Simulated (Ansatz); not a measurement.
## Loss of CH4: C3H5O → C2HO + CH4

Species: C3H5O `[CH2]OC=C`, doublet; C2HO (ethynyloxy radical) `C#C[O]`, doublet; CH4 (methane) `C`, singlet. 

Shapes, held fixed at every level: PBE0-D4/def2-TZVP. Flexible molecules stand in one conformer, not always the lowest. Programs: Ansatz 0.2.0. The zero-point and thermal change to 298 K, harmonic and unscaled (PBE0-D4/def2-TZVP), is -12.2 kJ/mol.

Estimate ΔH(298 K) of this reaction.

The highest level, CCSD(T)/CBS estimate, gives ΔH(298 K) = +17.0 kJ/mol; the levels span -0.7 to +22.2. They disagree on the sign: 7 of 8 are positive. The column of differences is taken from that level and isn't an error. No measured value is set beside it here. Spin contamination: C2HO (⟨S²⟩ up to 0.81). Open shells run unrestricted unless RO is named. The CBS estimate extrapolates MP2 from def2-TZVPP and def2-QZVPP and adds CCSD(T) − MP2 in the triple-zeta set, cores frozen. Times are processor times on shared x86 and Arm servers, and rough.

```tsv
level	kind	ΔH(298 K) (kJ/mol)	less CCSD(T)/CBS estimate	CPU time (sum over the molecules)
r2SCAN-D4/def2-TZVPP	meta-GGA	+4.3	-12.7	32 s
B3LYP-D4/def2-TZVPP	global hybrid	+5.0	-12.0	18 s
PBE0-D4/def2-TZVPP	global hybrid	+22.2	+5.2	16 s
wB97M-V/def2-TZVPP	range-separated hybrid	+12.8	-4.2	54 s
B2PLYP/def2-TZVPP	double hybrid	-0.7	-17.7	27 s
MP2/def2-SVP	perturbation theory	+9.1	-7.9	–
MP2/def2-TZVPP	perturbation theory	+12.7	-4.3	–
CCSD(T)/CBS estimate	coupled cluster or CI	+17.0	0.0	11 min
```
